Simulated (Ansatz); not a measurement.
# How the electronic dielectric constant ε∞ of 1T (CdI2-type) PtS₂ moves with the method

No measured value is used here.

| level (code) | value | cell (Å³/atom) |
|---|---|---|
| PBE (Ansatz) | ? | 23.91 |
| PBEsol (Ansatz) | 23.8 ± 0.1 | 17.55 |
| PBE-D4 (Ansatz) | 26.1 ± 0.10 | 17.38 |
| r²SCAN (Ansatz) | 11.3 ± 0.05 | 20.41 |

Q: Fill in the missing entries.

A: 
- PBE (Ansatz, a program for electronic structure), value: 9.58 ± 0.04

For crystals that are not cubic the mean over three axes is given.  Density-functional levels without +SOC have no spin–orbit coupling. A ± on a computed value is a rough bar: the spread of its extrapolation, a floor set from checks against published values, or a statistical error. PBE, PBEsol, r²SCAN: the cell comes from a level without a dispersion term, which matters for the spacing of layers, chains or molecules. Each level is taken at its own relaxed cell. Cutoffs and k meshes differ between the levels. Ansatz's density-functional and Hartree–Fock values are scalar-relativistic unless marked +SOC, with PAW data made under PBE.
